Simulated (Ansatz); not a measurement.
**How methods differ on BH3 (borane)**

BH3 has 4 atoms, charge 0, and is taken as a singlet. SMILES: `B`. The coordinates come from a PBE0-D4/def2-TZVP relaxation.

```xyz
4

B     0.0139   -0.0151   -0.0051
H     0.9822    0.3817    0.5688
H    -0.2762   -1.1718    0.0430
H    -0.6644    0.7449   -0.6269
```

Quantity: the energy change with the B1–H2 bond stretched from 1.193 to 2.984 Å, in eV. The values are calculated.

```tsv
level	kind	program	value (eV)	CPU time (all runs)
revPBE/6-31G* (spherical functions) (restricted)	GGA	Ansatz	4.93	1.2 s
r2SCAN/6-31G* (spherical functions) (restricted)	meta-GGA	Ansatz	5.26	2.5 s
BHLYP/6-31G* (spherical functions) (restricted)	global hybrid	Ansatz	5.86	1.1 s
PBE0/6-31G* (spherical functions) (restricted)	global hybrid	Ansatz	?	1.1 s
r2SCAN0/6-31G* (spherical functions) (restricted)	hybrid meta-GGA	Ansatz	?	2.5 s
HSE06/6-31G* (spherical functions) (restricted)	range-separated hybrid	Ansatz	5.45	1.5 s
wB97X/6-31G* (spherical functions) (restricted)	range-separated hybrid	Ansatz	5.86	5.2 s
CCSDT/6-31G* (spherical functions) (restricted)	coupled cluster or CI	Ansatz	4.25	0.73 s
FCI/3-21G	exact in the basis	Ansatz	4.07	0.98 s
```

Task: Estimate what the levels marked ? give.

Result: As computed at these levels: PBE0/6-31G* (spherical functions) (restricted): 5.47 eV; r2SCAN0/6-31G* (spherical functions) (restricted): 5.62 eV. The first shape isn't each level's own minimum. The values span 4.07 to 5.86 eV. The coupled-cluster rows rest on a doubtful reference here (large T1 or Brueckner and Hartree–Fock orbitals at odds), and rows may lie in different states. High-level rows in very small sets aren't better than simpler rows in larger ones. CPU times are rough (shared hosts, several kinds of processor): they show what a rung costs within a factor of a few.
